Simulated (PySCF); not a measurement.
Frontier levels across methods

Compound: cyclopropene, C3H4.
Z-matrix (Å and degrees, PBE0-D3(BJ)/def2-SVP geometry), rows numbered from 1:
```
C 
C   1  1.2967
C   1  1.4998  2   64.41
H   1  1.0869  2  150.03  3   179.69
H   2  1.0868  1  150.17  3  -179.85
H   3  1.1020  1  119.86  2  -106.00
H   3  1.1020  1  119.92  2   105.98
```

Basis pcSseg-2 throughout (PySCF), one geometry. Geometry: PBE0-D3(BJ)/def2-SVP; no solvent, vibrations or thermal averaging.

How do the orbital energies, the gap and the dipole change with the method?

```csv
method,kind,HOMO (eV),LUMO (eV),gap (eV),μ (D),SCF cycles
BLYP,GGA,-5.94,-0.96,4.98,0.47,14
B97-D,GGA,-6.03,-0.96,5.07,0.48,14
KT2,GGA,-6.05,-1.01,5.04,0.47,14
OPBE,GGA,-6.06,-0.97,5.10,0.49,13
PBE,GGA,-6.07,-1.09,4.99,0.48,14
KT3,GGA,-6.10,-1.00,5.10,0.48,12
BP86,GGA,-6.16,-1.14,5.01,0.48,14
LDA,LDA,-6.19,-1.32,4.87,0.47,14
B97-2,global hybrid,-6.97,-0.06,6.91,0.48,12
B3LYP,global hybrid,-7.00,-0.28,6.73,0.48,12
PBE0,global hybrid,-7.21,-0.02,7.19,0.48,12
mPW1PW91,global hybrid,-7.23,-0.02,7.21,0.49,12
BHandHLYP,global hybrid,-8.21,1.07,9.28,0.48,10
CAM-B3LYP,range-separated hybrid,-8.56,1.12,9.67,0.48,11
wB97X-D,range-separated hybrid,-9.06,1.85,10.91,0.49,11
HF,Hartree–Fock,-9.68,3.07,12.75,0.49,9
LC-wPBE,range-separated hybrid,-9.95,2.35,12.30,0.49,11
```

The HOMO spans 4.01 eV, from BLYP down to LC-wPBE, and the gap runs from 4.87 eV (LDA) to 12.75 eV (HF). Over the methods BLYP (0 %), B97-D (0 %), KT2 (0 %), OPBE (0 %), PBE (0 %), KT3 (0 %), BP86 (0 %), LDA (0 %), B97-2 (21 %), B3LYP (20 %), PBE0 (25 %), mPW1PW91 (25 %), BHandHLYP (50 %), HF (100 %), a straight line through the gap against the share of exact exchange rises by 0.79 eV for each 10 % (correlation coefficient 0.998). The dipole ranges from 0.47 D (KT2) to 0.49 D (LC-wPBE). This basis has no diffuse functions.

Reference dipole: 0.45 D (measured, gas; NIST CCCBDB Release 22 (SRD 101), experimental dipoles); nearest here: KT2 (0.47 D), BLYP (0.47 D), LDA (0.47 D), KT3 (0.48 D) and 1 more. 

The vertical ΔSCF ionisation energy at wB97X-D/def2-SVPD is 9.71 eV; −ε(HOMO) comes closest to it with HF (9.68 eV).
